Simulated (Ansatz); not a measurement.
Two isomers of C3H6N2: A = `NC1=NCC1`, B = `N=C1CC1N`.

Calculated with Ansatz (gas phase, PBE0-D4/def2-TZVP geometries, no zero-point term in ΔE). CCSD(T)/CBS is the MP2 limit (def2-TZVPP, def2-QZVPP) plus CCSD(T) − MP2 in def2-TZVPP, frozen cores. DFT in def2-TZVPP. B3LYP here is the variant with VWN-RPA as its local correlation; programs differ in this. One conformer a species, not always the lowest.

A:

Z-matrix (Å, degrees):
```
C
C 1 1.548
C 1 1.964 2 48.6
N 1 1.483 2 89.6 3 -0.2
H 1 1.093 2 115.5 3 -115.9
H 1 1.093 2 115.0 3 115.4
H 2 1.092 1 116.4 3 -114.2
H 2 1.092 1 116.2 3 114.5
N 3 1.358 2 131.0 1 -176.4
H 9 1.008 3 116.0 2 -169.8
H 9 1.004 3 117.7 2 -26.7
```

B:

Z-matrix (Å, degrees):
```
C
C 1 1.470
C 1 1.537 2 58.0
H 1 1.087 2 117.9 3 107.3
H 1 1.085 2 120.0 3 -105.2
N 2 1.254 1 150.7 3 -169.7
N 3 1.437 1 119.5 2 113.0
H 3 1.087 1 114.2 2 -108.5
H 6 1.023 2 110.6 1 -8.3
H 7 1.014 3 109.7 1 -152.6
H 7 1.014 3 110.0 1 -36.1
```

(1) Which isomer does CCSD(T)/CBS put lower? Give the gap. (Estimate.)

(2) Give E(B) − E(A) in kcal/mol with ωB97M-V, MP2/def2-TZVPP, B3LYP-D4, PBE-D4, B3LYP, r2SCAN-D4, PBE0-D4. (An estimate is asked.)

Largest T1 diagnostic: 0.012.

Answers

(1) Computed: A, by 25.0 kcal/mol.

(2) Ansatz gave: ωB97M-V 24.9, MP2/def2-TZVPP 25.9, B3LYP-D4 23.8, PBE-D4 23.8, B3LYP 23.7, r2SCAN-D4 24.0, PBE0-D4 25.0. None reverses the order clearly.

From PBE to PBE0 (25 % exact exchange), in def2-TZVPP and without D4, E(B) − E(A) moves by +1.3 kcal/mol.
